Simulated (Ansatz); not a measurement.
## H2N–C, doublet: vertical spin and charge gaps

Geometry (PBE0/def2-TZVP stationary point for this spin, not checked as a minimum):

```yaml
atoms:
  - { symbol: N, position_ang: [0.0000, 0.0000, 0.5108] }
  - { symbol: C, position_ang: [0.0000, 0.0000, -0.7748] }
  - { symbol: H, position_ang: [0.0000, 0.8569, 1.0670] }
  - { symbol: H, position_ang: [0.0000, -0.8569, 1.0670] }
```

Basis cc-pVDZ; Ansatz 0.2.0. Correlated methods freeze the noble-gas cores. Prefix R: restricted or restricted open-shell reference; prefix U: unrestricted. Active spaces: valence = (11e, 10o) chosen from the atoms' valence shells.

Gaps are energies of the second state less the first, at fixed atoms, for a selection of the levels run; each method lands on the state that its own search finds for that charge and spin.

Unrestricted rows (U, and Kohn–Sham where it breaks symmetry) aren't spin-pure: their determinants' ⟨S²⟩ exceeds S(S+1) by up to 0.25, so they mix in states of higher spin. For open shells CISD is restricted-active-space CI with the open shells as a complete middle space. A value is left out where its run failed or describes another state than the reference as far as symmetry and spin tell, or, spin-broken singlets apart, can't be checked.

Removing an electron, to the triplet: 10.254 eV at UCCSDT(Q).

| level | gap (eV) | error (meV) | ⟨S²⟩ where 0.1 over S(S+1) (first / second) |
| --- | --- | --- | --- |
| RHF | 9.413 | -841 | – / – |
| CISD | 10.145 | -109 | – / – |
| UCCSD | 10.249 | -5 | – / 2.25 |
| RCCSDT | 10.256 | 2 | – / – |
| CASSCF (valence space) | 9.061 | -1193 | – / – |
| MRCISD (valence space) | 10.107 | -147 | – / – |
| PBE | 10.582 | 328 | – / – |
| PBE0 | 10.592 | 338 | – / – |
| B2PLYP | 10.583 | 329 | – / – |
| RPA-PBE | 10.640 | 386 | – / – |

Quartet less doublet: 4.006 eV at UCCSDT(Q).

```csv
level,gap (eV),error (meV)
RHF,2.868,-1138
UHF,2.882,-1124
RMP2,3.787,-219
UMP2,3.782,-224
CISD,3.725,-281
RCCSD,3.911,-95
UCCSD,3.910,-96
RCCSD(T),3.994,-12
UCCSD(T),3.993,-13
BCCD(T),3.995,-11
RCCSDT,4.001,-5
UCCSDT,4.001,-5
RCCSDT(Q),4.006,0
CASSCF (valence space),4.062,56
NEVPT2 (valence space),3.833,-173
MRCISD (valence space),3.973,-33
MRCISD+Q (valence space),3.979,-27
PBE,4.048,42
r2SCAN,3.705,-301
PBE0,3.888,-118
B3LYP,4.201,195
wB97M-V,4.262,256
B2PLYP,4.140,134
RPA-PBE,4.256,250
```

In so small a basis the reference is far from its limit while semilocal and hybrid functionals are nearer theirs (RPA and double hybrids share much of the reference's basis error), so the functionals' errors here hold much of the reference's basis and frozen-core error, which can add to them or hide them.

Full CI isn't at hand for all of this; UCCSDT(Q) serves as the reference, and is uncertain by about the last step of the cluster series. The frozen core follows each run's orbitals, which can shift R against U totals by a few meV.
